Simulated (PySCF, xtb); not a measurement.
HN2, charge +1. Atoms are numbered in the order given.

```xyz
3

N      0.0000     0.0000    -0.6474
N      0.0000     0.0000     0.4369
H      0.0000     0.0000     1.4735
```
Charge +1, spin multiplicity 1.

Coordinates come from a PBE0-D3(BJ)/def2-TZVPD optimisation. The isomer is the one that the SMILES or the coordinates give; other isomers of the formula were not compared.

Computed with IEF-PCM-B3LYP/def2-TZVPD in PySCF.

The values are the electrostatic part of the solvation free energy, E(continuum) − E(gas) at the gas-phase geometry, in a cavity of scaled van der Waals radii (PySCF's table); cavitation and dispersion terms are not included. In vacuum the orbital gap is 11.54 eV.

| solvent | ε | ΔG(elec) (kcal/mol) | gap (eV) |
|---|---|---|---|
| water | 78.36 | -83.3 | 11.82 |
| ethanol | 24.85 | -80.9 | 11.81 |
| acetone | 20.49 | -80.1 | 11.81 |

For comparison, GFN2-xTB/ALPB(water) (xtb, at the GFN2-xTB geometry, all terms of that model) gives -86.1 kcal/mol.
